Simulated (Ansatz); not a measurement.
# Si2H4 (triplet): from Hartree-Fock to the top rungs at distance Si1–H5 along a hydrogen transfer = 1.969 Å, cc-pVDZ

Aim: climb from Hartree-Fock through coupled cluster and multireference methods for Si2H4 (triplet) at one geometry and basis, and see what each rung misses.

Computed with Ansatz 0.2.0, Gaussian basis. Level: cc-pVDZ, correlated electrons: outside noble gas.

To be run: UHF; CCSD(T) on ROHF; CCSD(T) on UHF; BCCD(T) on ROHF; CISD; CCSDT(Q) on ROHF; CCSDT(Q) on UHF; CASSCF and MRCISD+Q, 4 electrons in 4 orbitals; CASSCF and NEVPT2, 4 electrons in 4 orbitals.

## (1) The geometry

The geometry derives from fragments relaxed apart (PBE0/def2-TZVP) and kept rigid, so it is no stationary point. A hydrogen atom is moved between rigid fragments.

6 atoms, charge 0, spin multiplicity 3.

Atoms are counted from 1 here; the program's logs count them from 0.

Bond lengths: Si1–H2 1.485 Å, Si1–H3 1.485 Å, Si1–H4 1.485 Å. Angles: H2–Si1–H3 109.5°, H2–Si1–H4 109.5°, H3–Si1–H4 109.5°.

In the tables R marks a restricted open-shell determinant and U an unrestricted one; 'pair' is the active space of 4 electrons in 4 orbitals; correlation energies count from the lowest restricted Hartree-Fock solution.

## (2) UHF

The input, in.yaml:

```yaml
crystal:
  periodic: [false, false, false]
  atoms:
    - {symbol: Si, position_ang: [-1.768271, 0.000000, 0.000000]}
    - {symbol: H, position_ang: [-2.263143, 1.399708, 0.000000]}
    - {symbol: H, position_ang: [-2.263143, -0.699854, 1.212183]}
    - {symbol: H, position_ang: [-2.263143, -0.699854, -1.212182]}
    - {symbol: H, position_ang: [0.200729, 0.000000, 0.000000]}
    - {symbol: Si, position_ang: [2.004729, 0.000000, 0.000000]}
basis:
  gaussian: {orbitals: cc-pVDZ}
magnetization: {spin_polarized: true, initial_magnetization: 2}
hamiltonian: {xc: hf}
output: {orbitals: {seedname: orbitals}}
```

Started as:

```bash
ansatz run in.yaml --threads 1 --pin off --events-out ev --progress --plain --max-ram 2393MiB
```

After this run come: CCSD(T) on ROHF; CCSD(T) on UHF; BCCD(T) on ROHF; CISD; CCSDT(Q) on ROHF; CCSDT(Q) on UHF; CASSCF and MRCISD+Q, 4 electrons in 4 orbitals; CASSCF and NEVPT2, 4 electrons in 4 orbitals.

Q: Predict the results of all the runs planned. Wanted: correlation energy, UCCSDT(Q); RMP2 from UCCSDT(Q); UMP2 from UCCSDT(Q); RCCSD from UCCSDT(Q); RCCSD(T) from UCCSDT(Q); UCCSD(T) from UCCSDT(Q); RCCSDT(Q) from UCCSDT(Q); NEVPT2 pair from UCCSDT(Q); MRCISD+Q pair from UCCSDT(Q).

As calculated:

| quantity | value |
| --- | --- |
| correlation energy, UCCSDT(Q) | -6.3570 eV |
| RMP2 from UCCSDT(Q) | +35.61 kcal/mol |
| UMP2 from UCCSDT(Q) | +35.36 kcal/mol |
| RCCSD from UCCSDT(Q) | +4.73 kcal/mol |
| RCCSD(T) from UCCSDT(Q) | +1.11 kcal/mol |
| UCCSD(T) from UCCSDT(Q) | +1.09 kcal/mol |
| RCCSDT(Q) from UCCSDT(Q) | +0.01 kcal/mol |
| NEVPT2 pair from UCCSDT(Q) | +34.93 kcal/mol |
| MRCISD+Q pair from UCCSDT(Q) | +0.63 kcal/mol |
| levels within 1 kcal/mol (43 meV) | RCCSDT, UCCSDT, RCCSDT(Q), MRCISD+Q pair |
| T1 diagnostic | 0.023 |

What this shows: RCCSD(T) lands +1.11 kcal/mol from the yardstick (0.8 % of the correlation energy). Of the multireference levels listed MRCISD+Q pair comes nearest (+0.63 kcal/mol). These misses are within one basis and frozen core, not against nature; frozen cores of the runs differ by up to some meV.
